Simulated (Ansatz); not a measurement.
This Ansatz (a first-principles code) input (MP2/aug-cc-pVQZ) gives -189.79911 Eh with 378 basis functions.

Ansatz 0.2 input:
```yaml
crystal:
  periodic: [false, false, false]
  atoms:
    - {symbol: O, position_ang: [-1.05124578, -0.53895713, -0.04517009]}
    - {symbol: C, position_ang: [0.22159526, 0.58565329, 0.00865797]}
    - {symbol: O, position_ang: [1.25638181, 0.13571604, 0.12856953]}
    - {symbol: H, position_ang: [-0.77813459, -1.47076695, -0.15085754]}
    - {symbol: H, position_ang: [-0.30730441, 1.53440276, -0.05254589]}
    - {symbol: H, position_ang: [-1.88522068, -0.35162684, -0.51573992]}
basis:
  gaussian:
    orbitals: aug-cc-pVQZ
total_charge: 1
magnetization: {spin_polarized: false}
correlation: {method: mp2, electrons: outside_noble_gas}
```

Change:
```diff
- orbitals: aug-cc-pVQZ
+ orbitals: aug-pcseg-3
```

**Question.** What does the run give now?

**Answer.** -189.78878 Eh (MP2/aug-pcseg-3, 402 functions), a change of +10.33 mEh.
